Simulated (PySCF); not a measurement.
O₃, SMILES [O-][O+]=O (connectivity only; charge and spin as stated), charge -1, multiplicity 2.

Coordinates come from a PBE-D3(BJ)/def2-TZVPD optimisation. The isomer is the one that the SMILES or the coordinates give; other isomers of the formula were not compared.

These are r2SCAN/def2-TZVPD in PySCF values and carry that method's errors.

 A positive occupied level means that this level leaves the electron formally unbound; only the finite basis holds it.

* **total energy**: -225.50572 hartree
* **point group**: C2v
* **α spin, highest occupied and lowest empty level**: 1.08 and 5.34 eV
* **β spin, highest occupied and lowest empty level**: 0.14 and 2.91 eV
* **dipole moment about the centre of nuclear charge**: 1.06 D
* **mean static polarisability**: 33.7 bohr³ (4.99 Å³)
* **polarisability, principal values**: 21.6, 25.8, 53.6 bohr³
* **⟨S²⟩**: 0.755 (pure state 0.75)
